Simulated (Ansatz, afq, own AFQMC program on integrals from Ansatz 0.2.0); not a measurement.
Integrals from Ansatz 0.2.0, then the random walk in our own AFQMC program (afq).

```yaml
crystal:
  periodic: [false, false, false]
  atoms:
    - {symbol: Si, position_ang: [0.000000, 0.000000, 0.000000]}
    - {symbol: O, position_ang: [0.000000, 0.000000, 1.723500]}
basis:
  gaussian: {orbitals: 6-31G}
magnetization: {spin_polarized: true, initial_magnetization: 0}
correlation: {method: ccsd_t, electrons: outside_noble_gas, hamiltonian_folder: ham}
```

```sh
$ ansatz run in.yaml --threads 1 --pin off --events-out ev --progress --plain --max-ram 1382MiB
```

Options of the walk:

```
--method phaseless --trial cisd --walkers 200 --populations 1 --least-time 40 --time-step 0.005 --steps-per-block 50 --equilibration-blocks 28 --max-blocks 300 --target-error 0.00038 --factor-cut 1e-05 --start spin_pure --seed 3089 --release-times 0.24,0.51,0.99,1.62,2.4 --release-step 0.03 --release-every 4 --taylor-order 6
```

Times are imaginary, in 1/Eh. The walk had a cap of 278 s.

```
orbitals 16  electrons 5 5  factors 85 of 215
reference energy -363.69072535 Eh
CCSD correlation -0.20233687 Eh in 17 cycles, weight of the determinant in the CISD state 0.5716
energy of the start -363.858105 Eh
 block  time / (1/Eh)  mean weight  energy / Eh
     1     0.250  0.9999  -363.873475
     2     0.500  1.0011  -363.884911
     3     0.750  0.9999  -363.892530
     4     1.000  0.9996  -363.896933
     5     1.250  0.9993  -363.904231
     9     2.250  1.0000  -363.905414
    33     8.250  1.0007  -363.922510
    65    16.250  1.0000  -363.913493
    97    24.250  0.9990  -363.901905
   129    32.250  1.0004  -363.927873
   153    38.250  1.0018  -363.939781
   161    40.250  0.9997  -363.901658
   193    48.250  0.9997  -363.903502
   209    52.250  1.0003  -363.896760
   225    56.250  1.0001  -363.914203
   257    64.250  1.0001  -363.909541
   289    72.250  1.0010  -363.904431
   321    80.250  1.0000  -363.907822
blocks merged  error / Eh  count
     1  0.000420  300
     2  0.000493  150
     4  0.000565  75
     8  0.000566  37
    16  0.000595  18
    32  0.000659  9
released: time / (1/Eh)  energy / Eh  error  mean overlap
  0.24  -363.906396  0.000848  0.9969
  0.51  -363.907647  0.000857  0.9947
  0.99  -363.907758  0.000889  0.9956
  1.62  -363.907855  0.001031  0.9956
  2.40  -363.907229  0.001188  0.9951
energy -363.907276 +/- 0.000595 Eh
(rows thinned)
```

(1) Estimate how long the walk took on 1 thread of Arm Neoverse V2 (shared host).

The run passed its tests (sampling time, drift between the halves within three errors, error under three times the target), which doesn't prove that it has relaxed.

Against this walk (error 16.2 meV) on the same determinant: CCSD(T) 176.7 meV higher, CCSDT(Q) 79.7 meV lower, CCSDTQ 0.3 meV higher (within the noise), full CI 6.8 meV higher (within the noise). The error is statistical and leaves out the bias of the constraint. The determinant has ⟨S²⟩ = 0.67, so the low cluster orders mix in higher spin, while the walk starts as a pure singlet. Released to 2.40 1/Eh the energy moves by 1 ± 36 meV (both errors), within twice the noise. The determinant is a poor start (see the cautions), so the low cluster orders aren't to be relied on, and full CI is the sure value.

Cautions: constraint bias not in the error; error above the target (16.2 against 10.3 meV); strong correlation (T1 0.145, weight of the determinant 0.57, largest double 0.19); (Q) is large, 107 meV, so the cluster series hasn't closed; unrestricted determinant spin contaminated (⟨S²⟩ 0.67 against 0.00); CCSD(T) is in doubt: in a space of 8 electrons in 8 natural orbitals full CI lies 123 meV below it.

## Answers

(1) 3 min of wall time.

CCSDT and higher add their correlation energy to the determinant of the CCSD(T) run, since their own runs factorise the integrals more tightly (a shift of under 2 meV). A walk keeps the symmetry of its determinant, which the program's search chose and which needn't be the lowest solution, so a lower state of the same spin and another symmetry isn't excluded.
